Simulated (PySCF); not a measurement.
Compound: C4H9N.
Numbering: `[CH3:1]/[CH:2]=[N:3]\[CH2:4][CH3:5]` (hydrogens: H6, H7, H8 on C1; H9 on C2; H10, H11 on C4; H12, H13, H14 on C5)

Jobs on this species (14 atoms, 40 electrons) with PySCF (density fitting). Hardware of each: one thread, Arm Neoverse V1, no GPU, on a shared host. Other jobs ran on the host; a repeat could differ by tens of per cent or more.

Problem. Rank these jobs by wall time, shortest first.
A. B3LYP/pcJ-0; spin–spin couplings from 14 perturbed nuclei, spin–dipole term for 1 of them; 92 basis functions
B. BHandHLYP/pcJ-1; spin–spin couplings from 14 perturbed nuclei, spin–dipole term for 1 of them; 225 basis functions
C. PBE0-D3(BJ)/def2-SVP, grid level 1; geometry optimisation from a GFN2-xTB start; 115 basis functions

Solution. A (7.7 s), C (20 s), B (33 s).

All jobs:

```
                level and settings                                                                          work  basis functions  SCF cycles  wall time
                       B3LYP/pcJ-0  spin–spin couplings from 14 perturbed nuclei, spin–dipole term for 1 of them               92          12      7.7 s
PBE0-D3(BJ)/def2-SVP, grid level 1                                   geometry optimisation from a GFN2-xTB start              115          33       20 s
                   B3LYP/def2-TZVP  spin–spin couplings from 14 perturbed nuclei, spin–dipole term for 1 of them              209          13       26 s
                         PBE/pcJ-1  spin–spin couplings from 14 perturbed nuclei, spin–dipole term for 1 of them              225          15       26 s
                       B97-2/pcJ-1  spin–spin couplings from 14 perturbed nuclei, spin–dipole term for 1 of them              225          12       27 s
                        PBE0/pcJ-1  spin–spin couplings from 14 perturbed nuclei, spin–dipole term for 1 of them              225          13       29 s
                   BHandHLYP/pcJ-1  spin–spin couplings from 14 perturbed nuclei, spin–dipole term for 1 of them              225          12       33 s
                     B3LYP/cc-pVTZ  spin–spin couplings from 14 perturbed nuclei, spin–dipole term for 1 of them              276          13       39 s
                   CAM-B3LYP/pcJ-1  spin–spin couplings from 14 perturbed nuclei, spin–dipole term for 1 of them              225          12       40 s
```

Problem. What do all jobs in the table cost together?

Solution. About 4.1 min; the longest takes about 16 % of that, and about 5.2 times as long as the shortest.
